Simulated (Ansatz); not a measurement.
# CH₃S+: functionals against CCSD(T) at one geometry

One table from this session's results is given with a row withheld; the runs are named, their logs left out.

Method: single points in def2-TZVPP; program: Ansatz 0.2.0, Gaussian basis.

Correlated methods freeze the cores.

### Where the work starts

SMILES `C=[SH+]`, 5 atoms, charge 1, spin multiplicity 1.

Atoms are counted from 1 here; the program's logs count them from 0.

Bond lengths: C1–S2 1.750 Å, C1–H3 0.924 Å, C1–H4 0.928 Å, S2–H5 1.244 Å. Angles: S2–C1–H3 114.8°, S2–C1–H4 120.5°, H3–C1–H4 124.4°, C1–S2–H5 94.6°.

Geometry (Å):

```xyz
5
charge 1, multiplicity 1
C    -0.2878   -0.5316   -0.0194
S     0.9436    0.6269    0.4329
H    -0.3036   -1.2998    0.4936
H    -0.9144   -0.3230   -0.6717
H     0.6097    1.4664   -0.4217
```

The first run:

run/in.yaml

```yaml
crystal:
  periodic: [false, false, false]
  atoms:
    - {symbol: C, position_ang: [-0.287800, -0.531600, -0.019400]}
    - {symbol: S, position_ang: [0.943600, 0.626900, 0.432900]}
    - {symbol: H, position_ang: [-0.303600, -1.299800, 0.493600]}
    - {symbol: H, position_ang: [-0.914400, -0.323000, -0.671700]}
    - {symbol: H, position_ang: [0.609700, 1.466400, -0.421700]}
basis:
  gaussian: {orbitals: def2-TZVPP}
total_charge: 1
correlation: {method: ccsd_t}
output: {forces: true}
```

The command line of these runs was not kept.

Among the steps run: CCSD(T)/def2-TZVPP; PBE0-D4/def2-TZVPP; wB97M-V/def2-TZVPP; r2SCAN-D4/def2-TZVPP; PBE-D4/def2-TZVPP; r2SCAN0-D4/def2-TZVPP; revPBE-D4/def2-TZVPP.

One of the session's tables, all rows but one given; the rest of the session is left out.

| method | RMS force component (eV/Å) | angle to CCSD(T) forces (°) |
| --- | --- | --- |
| CCSD(T) | 4.724 | reference |
| PBE0-D4 | 4.880 | 1.6 |
| wB97M-V | 4.826 | 2.3 |
| r2SCAN-D4 | 4.773 | 0.9 |
| PBE-D4 | ? | ? |
| r2SCAN0-D4 | 4.833 | 2.5 |
| revPBE-D4 | 4.795 | 2.2 |

Estimate the missing values for PBE-D4.

The run gave: RMS force component (eV/Å): 4.821; angle to CCSD(T) forces (°): 1.8. In the column «RMS force component (eV/Å)» it lies between revPBE-D4 (4.795) and wB97M-V (4.826).
